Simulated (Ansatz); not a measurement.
Geometry optimisation, RKS PBE-D4/def2-SVP (Ansatz 0.2.0).

The input (input.yaml):

```yaml
crystal:
  periodic: [false, false, false]
  atoms:
    - { symbol: Si, position_ang: [-0.869, -0.049, -0.255] }
    - { symbol: H, position_ang: [-0.7975, -1.912, -0.458] }
    - { symbol: H, position_ang: [-1.5273, 0.6189, -1.3668] }
    - { symbol: H, position_ang: [-1.9891, -0.2342, 0.695] }
    - { symbol: Si, position_ang: [0.9442, 0.8288, 0.857] }
    - { symbol: H, position_ang: [-0.1783, -1.6705, -1.1773] }
    - { symbol: F, position_ang: [0.3527, -0.7159, -1.6957] }
    - { symbol: H, position_ang: [0.4718, 1.6505, 1.9746] }
    - { symbol: H, position_ang: [1.8207, -0.2063, 1.4141] }
    - { symbol: H, position_ang: [1.7719, 1.6898, 0.012] }
basis:
  gaussian: { orbitals: def2-SVP }
hamiltonian:
  xc: pbe
  dispersion: d4
relax:
  f_tol: 0.15
  max_steps: 25
  restrain:
    - { distance: [0, 6], at: 2.98, k: 30.0 }
    - { distance: [5, 1], at: 1.92, k: 30.0 }
    - { distance: [0, 1], at: 1.42, k: 30.0 }
    - { distance: [5, 6], at: 0.88, k: 30.0 }
```

Run as:

```bash
$ ansatz run input.yaml --threads 2 --pin off --max-ram 3072MiB --backend cpu --events-out ev --progress --plain --runs-dir out
```

Q: Where does it end, and by what steps?

A: It converged. The restraints hold the end off the free minimum. After 10 steps the energy has fallen by 1.370 eV (the restraints' own energy left out); H6 moved furthest, 0.74 Å. Joined: Si1–H2 (1.88 → 1.46 Å), H6–F7 (1.21 → 0.92 Å).

```
step  energy less start (eV)  largest force component (eV/Å)  accepted
   0                  0.0000                           1.372       yes
   1                 -0.3303                           1.896       yes
   2                 -0.5896                           3.724       yes
   3                 -1.0528                           1.526       yes
   4                 -1.2673                           1.462       yes
   5                 -1.3393                           1.163       yes
   6                 -1.3604                           1.040       yes
   7                 -1.3713                           1.070        no
   8                 -1.3666                           1.060       yes
   9                 -1.3659                           1.120        no
  10                 -1.3704                           1.053       yes
```

```xyz
10
Properties=species:S:1:pos:R:3
Si -1.204 -0.121 0.014
H -1.049 -1.528 -0.330
H -1.696 0.609 -1.204
H -2.275 -0.060 1.071
Si 0.847 0.739 0.795
H 0.488 -1.542 -1.482
F 1.017 -0.874 -1.826
H 0.595 1.644 1.973
H 1.726 -0.390 1.260
H 1.551 1.521 -0.273
```

Time of the run: 8.2 s on 2 threads of AMD EPYC 9R14 (Zen 4), on a shared host, peak memory 0.13 GiB.
